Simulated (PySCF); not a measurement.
**Static response to an electric field**

Species: C2H6O3S.
Numbering: `[CH3:1][O:2][S:3]([CH3:4])(=[O:5])=[O:6]` (hydrogens: H7, H8, H9 on C1; H10, H11, H12 on C4)

Structure used (PBE0-D3(BJ)/def2-SVP), in Å, numbered top down from 1:
```
atom  x, y, z in Å
C1     1.8467    0.3416   -0.7425
O2     0.6151    0.6219   -0.0855
S3    -0.4237   -0.6312   -0.0197
C4    -1.7670    0.2465    0.7171
O5     0.0886   -1.6179    0.9117
O6    -0.7694   -1.0226   -1.3737
H7     2.3686   -0.4937   -0.2502
H8     2.4498    1.2533   -0.6567
H9     1.6756    0.1027   -1.8031
H10   -2.5785   -0.4839    0.8291
H11   -2.0627    1.0598    0.0445
H12   -1.4430    0.6227    1.6942
```

Level: B3LYP/def2-SVPD (PySCF), static field, nuclei fixed, core orbitals frozen in the response. The polarisability tensor in these axes (au):

```
x   63.08  0.77 -4.00
y    0.77 53.44 -0.47
z   -4.00 -0.47 54.95
```

**Question.** Diagonalise the tensor; give its mean and Δα, where Δα² is half the sum of the squared differences of the eigenvalues.

**Answer.** Principal values 53.19, 53.49 and 64.79 au; mean 57.15 au = 8.47 Å³ = 9.42 × 10⁻⁴⁰ C²·m²/J; Δα = 11.46 au (20 % of the mean).

**Question.** What is the dipole moment, and where does it point?

**Answer.** (-0.25, 3.03, 0.74) D, 3.13 D in size, pointing from the negative to the positive side. Measured along this direction, the outermost atoms are O5 and O6 at the negative end and H11 and H12 at the positive end.

**Question.** What molar refraction does this α imply?

**Answer.** Lorentz–Lorenz: R = (4π/3)N_A α = 2.5225 cm³/(mol·Å³) × 8.47 Å³ = 21.4 cm³/mol, in the limit of long wavelengths.

**Question.** Refractivity n − 1 of an ideal gas of it at 500 K and 1 atm, from the electronic α?

**Answer.** N = p/kT = 1.4678 × 10¹⁹ cm⁻³, so n − 1 = 2π × N × 8.47 × 10⁻²⁴ cm³ = 781 × 10⁻⁶ at long wavelengths, for an ideal gas.

**Question.** Orientational against electronic polarisability at 350 K (dilute gas, rigid molecules)?

**Answer.** In Gaussian units μ²/3kT = 67.56 Å³ against 8.47 Å³, a ratio of 7.98; the Debye molar polarisation (4π/3)N_A(α + μ²/3kT) is 191.8 cm³/mol, leaving out the vibrational part.

Geometry: PBE0-D3(BJ)/def2-SVP, one conformer, isolated molecule.
